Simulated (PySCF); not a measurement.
# Gas-phase XPS of `F[C@@H]1C[C@H]1F`, computed

Compound: C3H4F2.
SMILES with atom numbers: `[F:1][C@@H:2]1[CH2:3][C@H:4]1[F:5]`

Geometry (PBE0-D3(BJ)/def2-SVP, Å), atoms numbered from 1 in this order:
```
atom  x, y, z in Å
F1     0.050   -1.913    0.367
C2    -0.087   -0.766   -0.338
C3     0.801    0.393   -0.008
C4    -0.655    0.419    0.344
F5    -1.480    1.231   -0.356
H6    -0.359   -0.933   -1.386
H7     1.510    0.278    0.815
H8     1.137    1.015   -0.842
H9    -0.938    0.318    1.397
```

Theory: PySCF 2.14.0, delta-SCF UKS SCAN, pcX-2 on the ionised atom, pcseg-1 elsewhere, spin-free X2C. These are vertical core ionisation energies against the vacuum level, from separate self-consistent calculations with and without the core hole.

Q: What binding energy does each computed site have?

A: 
```csv
atom(s),environment,level,binding energy (eV),above the level's lowest (eV),count
C3,three-membered-ring carbon,C 1s,291.43,0.00,1
C2/C4,sp3 C–F carbon,C 1s,293.47,+2.04,2
F1/F5,alkyl fluorine,F 1s,693.02,0.00,2
```

The listed C 1s values span 2.04 eV, from C3 (bonded to 2 C and 2 H) to C2/C4 (bonded to F, 2 C and H). Summing the Pauling electronegativity differences to the bonded atoms, each weighted by its formal bond order, gives -0.70 for the lowest site and +1.08 for the highest.

Q: Which effective nuclear charge Zeff reproduces each element's mean 1s value in the hydrogen-like formula E = 13.606 eV × Zeff²?

A: C (Z = 6): mean 292.8 eV, Zeff = 4.64, Z − Zeff = 1.36; F (Z = 9): mean 693.0 eV, Zeff = 7.14, Z − Zeff = 1.86. Means run over the listed sites, weighted by atom count.

The first atom of each set that the bonding makes equivalent was ionised and stands for the set. Isolated species at its PBE0-D3(BJ)/def2-SVP geometry, gas phase.
